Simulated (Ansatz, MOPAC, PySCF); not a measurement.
Dimer: HF (SMILES F) (first 2 atoms) with HF (SMILES F); geometry from NCB31 set.
(charge 0, multiplicity 1):
```xyz
4

F      1.32374    -0.09023    -0.00001
H      1.74044     0.73339     0.00001
F     -1.45720     0.01926    -0.00001
H     -0.53931    -0.09466     0.00015
```

Interaction energies are E(AB) − E(A) − E(B) at the monomers' geometry in the complex; basis-set methods are counterpoise corrected. Rows marked so take none.

Rows in 6-31G* carry no dispersion term and start afresh at each structure (6-31G* with six Cartesian d functions). The state that PM7 reach isn't checked; PM7 holds dispersion and hydrogen-bond terms.

Codes used: Ansatz (a first-principles code) with Gaussian orbitals; MOPAC for PM7 (differences of heats of formation); PySCF for 6-31G* rows. 

Q: One of these levels gives -16.3 kJ/mol for the interaction energy. Which?
A. HF/aug-cc-pVQZ
B. SVWN5/def2-TZVPPD
C. HF/6-31G* (no counterpoise)
D. PM7

A: A, HF/aug-cc-pVQZ. The others give 21.7 (PM7), -25.3 (HF/6-31G* (no counterpoise)), -29.3 (SVWN5/def2-TZVPPD)
